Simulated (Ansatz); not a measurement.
# Pulling the pair apart

The pair of H2S (SMILES S, atoms 1–3) and C2H6 (SMILES CC, atoms 4–11), both closed shells, in one local arrangement (a lower one may exist), relaxed at PBE0-D4/def2-TZVP:

S1  (0.552, 0.097, -3.001)
H2  (-0.652, 0.524, -2.592)
H3  (0.628, -0.799, -2.005)
C4  (0.015, 0.777, 1.002)
C5  (-0.147, -0.730, 0.895)
H6  (-0.932, 1.262, 1.250)
H7  (0.734, 1.043, 1.781)
H8  (0.374, 1.207, 0.064)
H9  (0.799, -1.216, 0.642)
H10  (-0.877, -1.001, 0.128)
H11  (-0.493, -1.164, 1.836)
(Å)

C2H6 is shifted rigidly along the line between the mean atom positions of the two fragments (negative: closer). Counterpoise interaction energies in kcal/mol. Computed with Ansatz 0.2.0 (basis: def2-TZVPPD); correlated methods freeze the cores. B3LYP uses VWN-RPA correlation.

```csv
shift (Å),PBE0-D4,r2SCAN-D4,B3LYP-D4
-0.40,-0.37,-0.25,-0.07
-0.20,-0.97,-0.85,-0.76
0.00,-1.13,-0.99,-0.94
0.20,-1.08,-0.93,-0.88
0.49,-0.88,-0.74,-0.67
1.01,-0.50,-0.42,-0.31
2.02,-0.13,-0.12,-0.05
4.04,0.01,-0.01,0.03
```

At the largest shift the D4 term itself is slightly repulsive (PBE0-D4 +0.4 meV, B3LYP-D4 +1.4 meV): a quirk of that model, not of the functional.

Q: What does CCSD(T) give at these shifts? (Judge from chemistry; the value comes from the calculation.)

A: By the calculation: 0.05, -0.66, -0.87, -0.86, -0.71, -0.41, -0.13, -0.02 kcal/mol. For zero shift, CCSD(T) at an estimated basis limit (MP2 extrapolated from triple and quadruple zeta, plus CCSD(T) − MP2 in triple zeta) gives -1.06 kcal/mol. These are counterpoise interaction energies, counted from the two frozen fragments.

No T1 diagnostic of these runs exceeds 0.009.

For scale, one of the runs: CCSD(T)/def2-TZVPPD, 261 basis functions, launched by `ansatz run in.yaml --threads 4 --pin off --events-out ev --progress --plain --max-ram 9574MiB`. Hardware: 4 CPU threads of an Arm Neoverse V2, shared host. Wall time 80 s; peak host memory 6.1 GiB.
